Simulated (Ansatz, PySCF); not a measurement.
System: ketene, C₂H₂O, charge 0, multiplicity 1. SMILES: C(=C)=O
Coordinates optimised at B3LYP-D3(BJ)/def2-TZVP (Ansatz, a first-principles code):
```xyz
5

C      0.0091     0.0017    -1.2056
C     -0.0008    -0.0001     0.1027
H      0.0282     0.9401    -1.7377
H     -0.0018    -0.9351    -1.7406
O     -0.0096    -0.0018     1.2620
```


Property: enthalpy of formation at 298 K (from the atomisation energy, B3LYP-D3(BJ)/def2-TZVP harmonic zero-point and thermal terms from PySCF, and the atoms' enthalpies of formation in the G2/97 table; no spin-orbit terms, and no core term in the frozen-core levels), in kJ/mol. Valence correlation only, unless marked. Open shells are spin-unrestricted. Spin-orbit coupling is left out. No relativistic terms. The coupled-cluster limit lacks core correlation, which all-electron functionals hold. Basis-set limits of correlation are two-point, X^-3; Hartree-Fock from the larger set.

```tsv
level	program	enthalpy of formation at 298 K (kJ/mol)	minus last row
HF/def2-TZVPD	PySCF	631.5	671.6
BLYP-D3(BJ)/def2-TZVPD	Ansatz + dftd3	-88.0	-47.9
TPSS/def2-TZVPD	PySCF	-64.4	-24.3
CAM-B3LYP-D3(BJ)/def2-TZVPD	Ansatz + dftd3	-59.3	-19.2
wB97X/def2-TZVPD	Ansatz	-47.6	-7.5
MP2/cc-pVQZ	Ansatz	-94.5	-54.4
CCSD/aug-cc-pVTZ	Ansatz	61.8	101.9
CCSD/CBS(cc-pVTZ,cc-pVQZ)	Ansatz	14.9	55.0
CCSD(T)/cc-pwCVTZ	Ansatz	15.8	55.9
CCSD(T)/CBS(cc-pVTZ,cc-pVQZ)	Ansatz	-40.1	0.0
```
